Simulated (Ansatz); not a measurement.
## Scan of [Br···H···O], triplet

Starting geometry:

| atom | x (Å) | y (Å) | z (Å) |
| --- | --- | --- | --- |
| Br | 0.0000 | 0.0000 | -1.3929 |
| H | 0.0000 | 0.0000 | 0.0277 |
| O | 0.0000 | 0.0000 | 1.3651 |

From there H2 is moved from one fragment to the other while all else, the fragments' distance too, stays fixed; atoms are numbered as listed. Energies are in kJ/mol, counted from the starting geometry at the same level. Kohn–Sham curves are unrestricted where that lies lower.

Basis cc-pVDZ; Ansatz 0.2.0. Correlated methods freeze the noble-gas cores and the filled d shells of p-block atoms. Prefix R: restricted or restricted open-shell reference; prefix U: unrestricted. No spin–orbit coupling is included, and no scalar relativity.

Full CI isn't at hand for all of this; UCCSDT(Q) serves as the reference, and is uncertain by about the last step of the cluster series.

```tsv
distance Br1-H2 (Å)	wB97M-V
1.321	21.8
1.421	0.0
1.470	-5.2
1.520	-9.8
1.569	-15.4
1.619	-22.5
1.669	-30.4
1.718	-37.1
1.768	-39.9
```

Task: Estimate the UCCSDT(Q) curve in cc-pVDZ from this one, knowing how wB97M-V errs.

Result: The computed UCCSDT(Q) values, in kJ/mol from the starting point, and the error of wB97M-V against them:
| distance Br1-H2 (Å) | UCCSDT(Q) | wB97M-V less UCCSDT(Q) |
| --- | --- | --- |
| 1.321 | 16.2 | 5.6 |
| 1.421 | 0.0 | 0.0 |
| 1.470 | -2.3 | -2.9 |
| 1.520 | -4.3 | -5.5 |
| 1.569 | -8.0 | -7.3 |
| 1.619 | -14.3 | -8.2 |
| 1.669 | -22.3 | -8.1 |
| 1.718 | -29.9 | -7.2 |
| 1.768 | -34.0 | -5.9 |

The error spans 13.8 kJ/mol and is largest, -8.2 kJ/mol, at 1.619 Å.

In so small a basis the reference is far from its limit while semilocal and hybrid functionals are nearer theirs, so the functionals' errors here hold much of the reference's basis and frozen-core error, which can add to them or hide them.
